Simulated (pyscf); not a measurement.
Single points on ωB97X-D3(BJ)/def2-SVP structures (PySCF, gas phase). MP2 and CC: frozen core, UHF for open shells. ΔMP2 is the change of the MP2 total energy from the triple- to the quadruple-zeta basis.

Task: For the elementary gas-phase step HAl=AsH + silane (SiH₄) → H₃Si–AlH–AsH₂ (singlet surface; H–Si broken, As–H, Al–Si formed), what barrier and reaction energy does CCSD(T)/def2-TZVPP + ΔMP2(QZVPP) give, measured from the separated reactants?

Result: ΔE‡ = 70.2 kJ/mol, ΔE = -116.9 kJ/mol. Zero-point energy shifts the barrier by +3.7 kJ/mol. It is an addition across a multiple bond or ene-type step, with an imaginary mode of 1009i cm⁻¹. On the reactant side the descent ends in a complex (not fully relaxed), 24.8 kJ/mol under the separated species and 94.7 kJ/mol under the saddle at ωB97X-D3(BJ)/def2-TZVP. At the saddle there is also a short Al–H contact that neither side keeps. HAl=AsH lies 28.6 kJ/mol over its isomer Al–AsH₂ [singlet] (electronic energy, ωB97M-D3(BJ)/def2-TZVP). This is the saddle that the search found; another between the same sides may lie lower. The CCSD(T) − MP2 part came from Ansatz, without density fitting, on the same reference. The frozen core leaves the outer d or s,p core shells of the metals and heavy elements correlated in the MP2 and CC values, and def2-TZVPP describes them poorly, which can shift differences by a few kcal/mol. Elements up to Kr have no core potential and no relativistic terms here.
